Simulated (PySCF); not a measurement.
C3HFO.
SMILES with atom numbers: `[O:1]=[c:2]1[cH:3][c:4]1[F:5]` (hydrogens: H6 on C3)

Method: PySCF 2.14.0, PBE0-D3(BJ)/def2-SVP geometry optimisation, gas phase.

Question: What internal coordinates does the optimisation give?

Answer: 
```csv
bond,length (bohr),order
O1=C2,2.253,double
C2–C3,2.751,aromatic
C3–C4,2.525,aromatic
C4–F5,2.455,single
C2–C4,2.706,aromatic
C3–H6,2.063,single
```

Orders are formal, as drawn. A selection of angles:
```csv
angle,degrees
O1–C2–C3,150.7
O1–C2–C4,154.2
C3–C2–C4,55.1
C2–C3–C4,61.5
C2–C3–H6,150.4
C4–C3–H6,148.1
C3–C4–F5,142.0
C2–C4–C3,63.3
C2–C4–F5,154.7
```

The 3-membered ring C2–C3–C4 has internal angles of 55.1° to 63.3°. The 3 C–C bonds span 1.336 Å (C3–C4, drawn aromatic) to 1.456 Å (C2–C3, drawn aromatic), a spread of 0.120 Å. The 5 heavy atoms lie in one plane (0.000 Å rms).

Point group: Cs (tolerance 0.08 Å). No frequency check.
